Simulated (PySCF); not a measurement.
C₄H₇F.
SMILES: `C(=C(/C)F)/C`

The closed-shell ground state was solved at several levels (PySCF, density fitting, gas phase, non-relativistic). Geometry: PBE0-D3(BJ)/def2-SVP; no solvent, vibrations or thermal averaging.

```csv
level,basis functions,HOMO (eV),LUMO (eV),gap (eV),dipole (D)
BP86/pcSseg-2,278,-5.73,-0.42,5.31,1.66
PBE0/def2-TZVPD,251,-6.82,0.33,7.15,1.74
B3LYP/pcSseg-2,278,-6.63,0.30,6.93,1.77
PBE/pcSseg-2,278,-5.64,-0.34,5.30,1.65
PBE0/6-31+G*,104,-6.79,0.45,7.24,1.83
KT3/pcSseg-2,278,-5.70,-0.31,5.39,1.66
LDA/pcSseg-2,278,-5.79,-0.54,5.25,1.73
B97-D/pcSseg-2,278,-5.61,-0.25,5.36,1.66
PBE0/def2-TZVP,197,-6.80,0.75,7.55,1.69
```

Estimate the row for PBE0/aug-cc-pVDZ, a basis of 178 functions; the other rows only guide the guess.

HOMO -6.81 eV, LUMO -0.07 eV, gap 6.74 eV, dipole 1.75 D.

Over all these levels, which gives the widest orbital gap and which the narrowest?

PBE0/def2-TZVP (global hybrid, 25 % exact exchange) has the widest, 7.55 eV, and LDA/pcSseg-2 (LDA) the narrowest, 5.25 eV. Functional and basis both differ between the two, so the spread mixes both effects.

How much does the basis alone move the frontier levels among the 4 PBE0 rows (the withheld one included)?

The HOMO by 0.03 eV and the LUMO by 0.82 eV. By rising basis size (HOMO, LUMO in eV): 6-31+G* -6.79, 0.45; aug-cc-pVDZ -6.81, -0.07; def2-TZVP -6.80, 0.75; def2-TZVPD -6.82, 0.33.

How far do the dipole and the HOMO energy spread over the levels?

The dipole runs from 1.65 to 1.83 D (mean 1.71 D) and the HOMO from -6.82 to -5.61 eV.
